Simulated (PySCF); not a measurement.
# S2F2, singlet: structure and spectrum

Level of theory: PySCF, B3LYP, basis S def2-TZVP, F def2-TZVP (no relativity, density fitting).

The structure is a minimum.

* Point group: Cs
* Bond lengths: S–F 1.628 Å (×2), S–S 1.870 Å
* Bond angles: F–S–F 91.9°, F–S–S 108.0° (×2)
* Lowest empty level: -2.55 eV
* Atomisation energy without zero-point energy: 1020 kJ/mol
* Heat capacity Cp at 298.15 K: 63.9 J/(mol K)
* Zero-point energy: 18.5 kJ/mol
* Highest occupied level: -7.96 eV
* Rotational constants: 0.2649, 0.1301, 0.09914 cm⁻¹
* Enthalpy at 298.15 K above 0 K: 13.87 kJ/mol
* Principal polarisabilities: 27.1, 30.7, 55.4 bohr³
* Rotational symmetry number: 1
* Principal quadrupole moments (Buckingham, traceless) about the centre of mass: -1.37, -1.22, 2.60 D Å
* Entropy at 298.15 K and 1 bar: 294.0 J/(mol K)
* Dipole moment: 1.13 D

Harmonic modes (masses in u: S 31.972, F 18.998):
```tsv
symmetry	ω (cm⁻¹)	IR (km/mol)	μ (u)	type
a''	265	0.0	22.52	bend
a'	324	7.8	21.67	bend
a'	398	5.8	22.44	bend
a''	661	159	22.82	stretch
a'	705	139	23.50	stretch
a'	743	233	30.88	stretch
```

Charges (e):
```csv
atom,Mulliken,Löwdin,polar tensor,Mayer order to S1
S1,0.57,0.36,1.61,–
S2,-0.14,-0.05,-0.37,2.03
"F3,4",-0.22,-0.15,-0.62,0.94
```

Mulliken populations on S1: s 5.82, p 8.98, d 0.56, f 0.07.

Outer orbital energies (eV). occupied: -14.70, -14.08, -12.81, -12.76, -12.18, -10.06, -8.61, -7.96; empty: -2.55, -1.26, -0.22, 4.73.

This need not be the most stable arrangement of these atoms.

The final relaxation and frequency run took 50 s on 4 threads of a shared Arm Neoverse N1 host, with 136 basis functions and 16 gradients; the process peaked at 1.4 GiB. Launch command: `OMP_NUM_THREADS=4 python axn.py task.json out`.
